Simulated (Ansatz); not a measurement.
Compare A (`C=C(C)O`) with its isomer B (`OC1CC1`).

Calculated with Ansatz (gas phase, PBE0-D4/def2-TZVP geometries, no zero-point term in ΔE). CCSD(T)/CBS adds triple-zeta CCSD(T) − MP2 to the extrapolated MP2 energy (def2 sets, frozen cores). Functionals use def2-TZVPP. B3LYP here is the variant with VWN-RPA as its local correlation; programs differ in this. One conformer a species, not always the lowest.

A:

Z-matrix (Å, degrees):
```
C
C 1 1.487
H 1 1.093 2 110.2
H 1 1.093 2 110.1 3 118.1
H 1 1.088 2 111.0 3 -121.0
O 2 1.359 1 110.9 3 -59.0
C 2 1.331 1 125.2 3 121.0
H 6 0.962 2 109.0 1 -180.0
H 7 1.085 2 121.8 1 180.0
H 7 1.080 2 120.4 1 -0.1
```

B:

```xyz
10

O    -0.231   -0.410   -1.653
C    -0.453    0.211   -0.427
C    -0.039   -0.482    0.832
C     0.755    0.680    0.295
H    -0.878   -1.113   -1.755
H    -1.339    0.841   -0.387
H    -0.635   -0.340    1.725
H     0.402   -1.465    0.724
H     0.714    1.628    0.816
H     1.705    0.450   -0.171
```

**Question.** Which isomer does CCSD(T)/CBS put lower? Give the gap. (Best estimate.)

**Answer.** Computed: A, by 15.8 kcal/mol.

**Question.** Give E(B) − E(A) in kcal/mol with r2SCAN-D4, CCSD/def2-TZVPP, HF/def2-TZVPP, CCSD(T)/def2-TZVPP, B3LYP, PBE0-D4, LDA (SPW92). (Best estimate.)

**Answer.** Computed: r2SCAN-D4 15.6, CCSD/def2-TZVPP 15.0, HF/def2-TZVPP 17.4, CCSD(T)/def2-TZVPP 15.5, B3LYP 17.5, PBE0-D4 13.1, LDA (SPW92) 12.7. None reverses the order clearly.

**Question.** Does the order hold for the free energy at 298.15 K (harmonic terms from PBE0-D4)? (Estimate.)

**Answer.** Computed: Yes: G(B) − G(A) = +17.0 kcal/mol, for one conformer each.

Largest T1 diagnostic: 0.012.

Leaving LDA and LC-ωPBE aside and taking each functional with its dispersion term where it has one, the values, not all of them listed here, spread over 7.2 kcal/mol, from PBE-QIDH to BLYP-D4. LDA lies −2.1 kcal/mol from PBE without D4. In def2-TZVPP, CCSD(T) changes the Hartree–Fock value by −1.9 kcal/mol (the triples alone add +0.5 kcal/mol) and MP2 by −3.6 kcal/mol.
